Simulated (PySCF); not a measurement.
Species: methanesulfonic acid, CH₄O₃S.
Bonds: C1–S2, S2–O3 (double), S2–O4 (double), S2–O5. Hydrogens: H6, H7, H8 on C1; H9 on O5.

Method used: TDDFT B3LYP/def2-SVPD, vertical, gas phase, core orbitals frozen in the response (PySCF). Geometry: GFN2-xTB, one conformer, isolated molecule. Torsions of this conformer, `[CH3:1][S:2](=[O:3])(=[O:4])[OH:5]`: H–O5–S2–C1 121°.

Each state is given a Gaussian of 0.25 eV full width at half maximum, with ε(max) = 2.175×10⁸ f / Δν̃ (Δν̃ the width in cm⁻¹). The width is an assumption, not a result. The curve ends short of the highest state used, and states not computed would add to its high-energy end.

E (eV), ε (L mol⁻¹ cm⁻¹) and a bar:
```
     7.11          1 
     7.13          2 
     7.15          4 
     7.17          7 
     7.19         12 
     7.21         19 
     7.24         38 
     7.26         58 
     7.28         85 
     7.30        119 #
     7.32        161 #
     7.34        212 #
     7.36        268 #
     7.39        356 ##
     7.41        412 ##
     7.43        460 ##
     7.45        496 ##
     7.47        515 ##
     7.49        517 ##
     7.51        501 ##
     7.54        448 ##
     7.56        397 ##
     7.58        341 ##
     7.60        283 #
     7.62        229 #
     7.64        183 #
     7.66        149 #
     7.69        129 #
     7.71        143 #
     7.73        187 #
     7.75        271 #
     7.77        405 ##
     7.79        602 ###
     7.81        875 ####
     7.84       1453 #######
     7.86       1957 #########
     7.88       2550 ############
     7.90       3215 ###############
     7.92       3923 ##################
     7.94       4633 #####################
     7.96       5299 ########################
     7.99       6106 ############################
     8.01       6454 #############################
     8.03       6616 ##############################
     8.05       6580 ##############################
     8.07       6354 #############################
     8.09       5961 ###########################
     8.11       5440 #########################
     8.14       4520 ####################
     8.16       3886 ##################
     8.18       3284 ###############
     8.20       2748 ############
     8.22       2297 ##########
     8.24       1941 #########
     8.26       1676 ########
     8.28       1490 #######
```

Task: Where are the band maxima, and which computed states make them?

Result: 166 nm (7.48 eV), ε about 520, made up of S1 (100%); 154 nm (8.04 eV), ε about 6600, made up of S2 (71%) and S3 (29%) (ε in L mol⁻¹ cm⁻¹; maxima over ε = 5, shares over 10%). The states used: S1 7.48 eV (f 0.0048); S2 8.01 eV (f 0.045); S3 8.10 eV (f 0.021); S4 8.36 eV (f 0.0093); S5 8.67 eV (f 0.027); S6 8.71 eV (f 0.0057); S7 8.84 eV (f 0.026); S8 8.88 eV (f 0.0052).

Task: What would ε be at 8.04 eV, the highest of these maxima, with half the width (0.125 eV)?

Result: About 10800 L mol⁻¹ cm⁻¹ against 6630, a factor of about 1.6; a lone state at its own centre would give exactly 2.

Task: Coming from long wavelengths, where does ε first pass 100 L mol⁻¹ cm⁻¹?

Result: At about 170 nm (7.29 eV), 0.19 eV below S1.
